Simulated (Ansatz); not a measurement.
## Antiferromagnetic (type II) rock-salt NiO

The numbers are results of PBE (Ansatz, a first-principles code, PAW), not measurements.

Settings: plane-wave cutoff 930 eV, 14×14×14 k mesh, perturbation theory, spin-polarised with opposed moments, scalar-relativistic PAW data made under PBE.

Cell (relaxed at this level):

```xyz
4
Lattice="4.1836 2.0827 2.0827 2.0827 4.1836 2.0827 2.0827 2.0827 4.1836" Properties=species:S:1:pos:R:3 pbc="T T T"
Ni     0.0000     0.0000     0.0000
Ni     4.1745     4.1745     4.1745
O      2.0873     2.0873     2.0873
O      6.2618     6.2618     6.2618
```

For antiferromagnetic (type II) rock-salt NiO, the high-frequency dielectric constant (mean over three axes) is 16.5 and the dielectric constant ε0 (ions relaxed) (mean over three axes) is 27.7.

Measured, for comparison: high-frequency dielectric constant 5.7 (temperature not stated, no zero-point or thermal correction, our sources range from 5.61 to 6.10; as tabulated in Chen et al. (2018), doi:10.1103/physrevmaterials.2.073803). Computed (rounded) less measured: high-frequency dielectric constant +189 % (+170 % to +194 % over the range).
